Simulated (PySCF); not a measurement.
Compound: pyridazine, C₄H₄N₂.
Cartesian coordinates in Å at the PBE0-D3(BJ)/def2-TZVP level; atoms count from 1:
```xyz
10
C4H4N2 angstrom
C      0.777    0.857   -0.256
C     -0.584    0.819   -0.061
C     -1.176   -0.437   -0.026
N     -0.504   -1.571   -0.169
N      0.801   -1.534   -0.357
C      1.423   -0.364   -0.401
H      1.330    1.788   -0.298
H     -1.176    1.717    0.062
H     -2.244   -0.553    0.125
H      2.495   -0.420   -0.559
```

All values: wB97X-D/pcSseg-2 (PySCF, non-relativistic), on one gas-phase PBE0-D3(BJ)/def2-TZVP geometry that isn't relaxed in the solvent. The solvent is an IEF-PCM continuum (cavity from Bondi-type radii × 1.2). Only the electrostatic response of the medium enters.

Gas phase at wB97X-D/pcSseg-2: HOMO -8.79 eV, LUMO 0.23 eV, dipole 4.30 D.

Question: What does the continuum do to the energy, the frontier levels and the dipole at wB97X-D/pcSseg-2 in chloroform?

Answer: 
```csv
solvent,ε,E(solvent) − E(gas) (kcal/mol),polarisation term (kcal/mol),distortion of the solute (kcal/mol),HOMO (eV),LUMO (eV),dipole (D)
chloroform,4.711,-5.74,-6.96,1.22,-8.99,0.27,5.46
```

The polarisation term is half the interaction of the solute with the surface charges that it induces; the rest is the cost of distorting the solute's density. The sum is the electrostatic part of solvation alone.

Question: Which radius a makes the point-dipole formula ΔE = −[(ε − 1)/(2ε + 1)]·μ²/a³ give the value in chloroform, with the gas-phase dipole?

Answer: μ = 1.690 au and |ΔE| = 0.00914 Eh give a = 2.54 Å; the farthest nucleus lies 2.45 Å from the centroid of the nuclei. The formula assumes a rigid point dipole at the centre of a sphere.

Question: Give the dipole vector in the frame of the coordinates (D, pointing from negative to positive charge), gas and chloroform.

Answer: Gas (-0.09, 4.29, 0.19), solvent (-0.12, 5.45, 0.24). Its length changes by +27 % and its direction by less than 1°.

The pairwise dispersion term of wB97X-D wasn't added to the energies; at a given geometry it leaves orbitals and properties as they are.
